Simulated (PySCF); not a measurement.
Species: CH2ClF.
Bonds: F1–C2, C2–Cl3. Hydrogens: H4, H5 on C2.

Level of theory: core-valence-separated Tamm–Dancoff BHandHLYP/aug-pcX-1 (pcseg-1 on H, def2-SVPD on Cl) in PySCF, non-relativistic, gas phase, PBE0-D3(BJ)/def2-SVP geometry.

Computed carbon K-edge spectrum, Gaussian lines of 0.4 eV full width, highest printed point 100; it ends one width below the last computed root. Absolute energies from this functional tend to lie a few eV below measured edges; no shift was applied.

photon energy (eV), absorption and a bar:
```
    286.5          1 
    286.6          4 #
    286.7         16 #####
    286.8         41 ############
    286.9         76 #######################
    287.0        100 ##############################
    287.1         93 ############################
    287.2         61 ##################
    287.3         28 ########
    287.4          9 ###
    287.5          2 #
    287.6          0 
    287.7          0 
    287.8          0 
    287.9          0 
    288.0          0 
    288.1          1 
    288.2          6 ##
    288.3         19 ######
    288.4         43 #############
    288.5         68 ####################
    288.6         77 #######################
    288.7         61 ##################
    288.8         34 ##########
    288.9         14 ####
    289.0          4 #
    289.1          1 
    289.2          0 
    289.3          2 #
    289.4          7 ##
    289.5         19 ######
    289.6         40 ############
    289.7         60 ##################
    289.8         64 ###################
    289.9         49 ###############
    290.0         27 ########
    290.1         10 ###
    290.2          3 #
    290.3          1 
    290.4          0 
    290.5          0 
    290.6          0 
    290.7          0 
    290.8          0 
    290.9          0 
    291.0          1 
    291.1          3 #
    291.2          4 #
    291.3          5 #
    291.4          4 #
    291.5          2 #
    291.6          1 
    291.7          2 #
    291.8          6 ##
    291.9         12 ####
    292.0         19 ######
    292.1         20 ######
    292.2         16 #####
    292.3          9 ###
```

Problem. Assign the maxima to core holes.

Solution. 5 maxima:
- 287.0 eV: C2 (sp3 C–F carbon), 287.03 eV, f = 0.074, 100 % of the height at the exact maximum
- 288.6 eV: C2 (sp3 C–F carbon), 288.58 eV, f = 0.056, 100 % of the height at the exact maximum
- 289.8 eV: C2 (sp3 C–F carbon), 289.78 eV, f = 0.041, 86 % of the height at the exact maximum; C2 (sp3 C–F carbon), 289.69 eV, f = 0.008, 14 % of the height at the exact maximum
- 291.3 eV: C2 (sp3 C–F carbon), 291.28 eV, f = 0.003, 100 % of the height at the exact maximum
- 292.1 eV: C2 (sp3 C–F carbon), 292.07 eV, f = 0.015, 100 % of the height at the exact maximum

Roots within 0.03 eV on the same or equivalent atoms count as one line; shares under 12 % aren't listed.

Vibrational structure and lifetime widths aren't in the curve. The ionisation threshold wasn't computed; near and above it a finite basis only mimics Rydberg series and continuum.

On Arm Neoverse V2, one thread, no GPU, shared host with 192 logical CPUs at a one-minute load of 55, this took 1.6 s and 0.39 GiB of memory at its peak.
